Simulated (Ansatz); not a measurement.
The input, for Ansatz 0.2.0:

```yaml
crystal:
  periodic: [false, false, false]
  atoms:
    - {symbol: Au, position_ang: [0.000000, 0.000000, 0.000000]}
    - {symbol: C, position_ang: [0.000000, 0.000000, 1.718000]}
basis:
  gaussian: {orbitals: def2-SVP}
magnetization: {spin_polarized: true, initial_magnetization: 1}
hamiltonian: {pseudopotentials: {relativity: scalar}}
correlation: {method: mp2, electrons: all}
scf: {lower_state_search: full}
output: {forces: true}
```

```sh
$ ansatz run in.yaml --threads 1 --pin off --events-out ev --progress --plain --max-ram 2393MiB
```

The program prints:

```
474 factors; integrals over basis functions are off by at most 7.5e-4 eV
mean field evaluation 1: about -4691.0327 eV, gradient 9.9e0 eV
mean field evaluation 2: about -4691.0439 eV, gradient 9.9e0 eV
mean field evaluation 4: about -4691.7658 eV, gradient 2.5e0 eV
mean field evaluation 8: about -4691.8598 eV, gradient 2.1e-1 eV
mean field evaluation 16: about -4691.9248 eV, gradient 5.5e-1 eV
mean field evaluation 32: about -4691.8669 eV, gradient 1.2e-4 eV
mean field evaluation 64: about -4690.9261 eV, gradient 1.1e-6 eV
mean field evaluation 96: about -4691.9269 eV, gradient 8.6e-1 eV
mean field evaluation 128: about -4691.8661 eV, gradient 2.3e-1 eV
mean field evaluation 160: about -4660.6744 eV, gradient 2.0e2 eV
mean field evaluation 192: about -4691.8669 eV, gradient 8.4e-5 eV
mean field evaluation 224: about -4686.5076 eV, gradient 2.9e-3 eV
mean field evaluation 256: about -4687.1954 eV, gradient 2.4e0 eV
mean field evaluation 288: about -4691.8386 eV, gradient 4.0e-1 eV
mean field evaluation 320: about -4691.8651 eV, gradient 1.6e-1 eV
mean field evaluation 352: about -4682.5321 eV, gradient 6.0e-1 eV
mean field evaluation 384: about -4691.8704 eV, gradient 1.9e-1 eV
mean field -4691.97869989 eV, -172.4270368837 hartree, gradient 3.0e-6 eV, S^2 1.235936; 27 other end points of the search recorded, 0 dependent functions left out
reference -4691.97869989 eV, -172.4270368837 hartree; 13, 12 occupied and 33, 34 virtual orbitals, 474 factors
second order -12.89139168 eV of doubles, -0.00000000 eV of singles
the calculation of the forces begins
Total energy: -4704.87009157 eV, -172.9007867898 hartree
Relativity: scalar
Atom 0 at     0.000000     0.000000     0.000000 Å, force     0.000002     0.000000    -2.844377 eV/Å
Atom 1 at     0.000000     0.000000     1.718000 Å, force    -0.000002    -0.000000     2.844377 eV/Å
Dipole moment:     0.015773     0.000000    -0.225829 e Å
```

Forces (eV/Å):
```
Au   0.000  0.000 -2.844
C    0.000  0.000  2.844
```

Ran on 1 thread of Intel Xeon Platinum 8259CL, shared host: 8 s wall, 0.11 GiB peak host memory.
